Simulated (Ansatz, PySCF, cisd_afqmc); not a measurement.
Species: OF, charge 0, doublet. OF (SMILES [O]F, doublet).
B3LYP-D3(BJ)/def2-TZVP minimum from Ansatz (a program for electronic structure):
```xyz
2

O      0.0000     0.0000    -0.7142
F      0.0000     0.0000     0.6348
```
Charge 0, spin multiplicity 2.

Atomisation energy term by term, kcal/mol (programs: Ansatz, cisd_afqmc). UHF or UKS for unpaired electrons; spin-orbit terms are left out. Correlated methods leave the cores frozen. Rows without X2C or -DK are non-relativistic. The Monte Carlo rows (phaseless AFQMC, CISD trial, step 0.005/hartree) carry one-sigma bars that omit the constraint's bias. Outlying blocks are dropped, and bars are widened where a walk drifts. Over all cases where full CI ran beside it in this data, AFQMC minus full CI had a median of +0.1 mEh and passed +0.4 mEh in a tenth of the cases. CBS(X,Y): correlation extrapolated as X^-3, Hartree-Fock from the larger set (Q,5: extrapolated as (X+1)exp(-9√X)). A bracket is a step between two methods taken in the basis named. 'core' is core correlation in cc-pwCVTZ, 'X2C' scalar relativity in cc-pVTZ-DK, both at CCSD(T).

```tsv
term	basis	kcal/mol
Hartree-Fock	CBS(cc-pVQZ,cc-pV5Z)	-15.35
CCSD correlation	CBS(cc-pVQZ,cc-pV5Z)	60.63
(T)	CBS(cc-pVQZ,cc-pV5Z)	6.80
CCSDT(Q) - CCSD(T)	cc-pVTZ	0.96
CCSDTQ - CCSDT(Q)	cc-pVDZ	-0.15
core correlation	cc-pwCVTZ	0.09
scalar relativity	X2C, cc-pVTZ-DK	-0.07
minus zero-point energy	Hessian by PySCF at B3LYP-D3(BJ)/def2-TZVP	-1.59
sum: D0		51.3
```

The step beyond CCSD(T) by other levels: CCSDTQ in cc-pVDZ 1.08; AFQMC/CISD in cc-pVDZ 0.87 ± 0.26; CCSDT(Q) in cc-pVDZ 1.22; AFQMC/CISD in cc-pVTZ 0.47 ± 0.26 kcal/mol.
